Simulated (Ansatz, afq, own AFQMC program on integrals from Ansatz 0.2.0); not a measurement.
Integrals from Ansatz 0.2.0, then the random walk in our own AFQMC program (afq).

```yaml
crystal:
  periodic: [false, false, false]
  atoms:
    - {symbol: Si, position_ang: [0.000000, 0.000000, 0.000000]}
    - {symbol: H, position_ang: [0.855850, 0.858745, 0.856831]}
    - {symbol: H, position_ang: [-0.859551, -0.854424, 0.857445]}
    - {symbol: H, position_ang: [-0.854730, 0.855535, -0.861149]}
    - {symbol: H, position_ang: [0.858431, -0.859856, -0.853127]}
basis:
  gaussian: {orbitals: 6-31G}
magnetization: {spin_polarized: false}
correlation: {method: ccsd_t, electrons: outside_noble_gas, hamiltonian_folder: ham}
```

```sh
$ ansatz run in.yaml --threads 1 --pin off --events-out ev --progress --plain --max-ram 16896MiB --backend cuda --devices 0, --max-vram 18GiB
```

afq runs on the folder ham with

```
--method free --trial cisd --walkers 4000 --time-step 0.03 --max-blocks 4000 --target-error 0.00034 --factor-cut 1e-05 --seed 9009 --times 0,0.3,0.6,1.2,1.8,2.4,3.6,4.8,6 --taylor-order 8
```

Times are imaginary, in 1/Eh. The walk had a cap of 61 s.

```
orbitals 16  electrons 4 4  factors 106 of 268
reference energy -291.17384956 Eh
CCSD correlation -0.08495407 Eh in 9 cycles, weight of the determinant in the CISD state 0.9416
repeat  energy at the last time / Eh  error
    10  -291.259987  0.000026
    20  -291.259970  0.000018
    30  -291.259982  0.000015
time / (1/Eh)  energy / Eh  error  mean overlap
  0.00  -291.258793  0.000011  1.0621
  0.30  -291.259323  0.000009  1.0615
  0.60  -291.259587  0.000009  1.0615
  1.20  -291.259819  0.000010  1.0631
  1.80  -291.259905  0.000011  1.0639
  2.40  -291.259930  0.000011  1.0672
  3.60  -291.259980  0.000009  1.0681
  4.80  -291.259979  0.000012  1.0706
  6.00  -291.259984  0.000015  1.0719
energy -291.259984 +/- 0.000015 Eh
```

Problem. Estimate how long the walk took on 1 × NVIDIA H100 80GB HBM3 with 2 threads of AMD EPYC 7R13 Processor (Zen 3), on a shared host (the card was shared).

Solution. 12 s of wall time.

The run passed its tests (error under three times the target), which doesn't prove that it has relaxed.

Against this walk (error 0.4 meV) on the same determinant: CCSD(T) 9.3 meV higher, CCSDT(Q) 0.4 meV higher (within the noise), CCSDTQ 0.2 meV higher (within the noise), full CI 0.2 meV higher (within the noise). The error is statistical, and a free projection of finite length keeps a remainder of its start.

Cautions: remainder of the start not in the error.

CCSDT and higher add their correlation energy to the determinant of the CCSD(T) run, since their own runs factorise the integrals more tightly (a shift of under 2 meV). A walk keeps the symmetry of its determinant, which the program's search chose and which needn't be the lowest solution, so a lower state of the same spin and another symmetry isn't excluded.
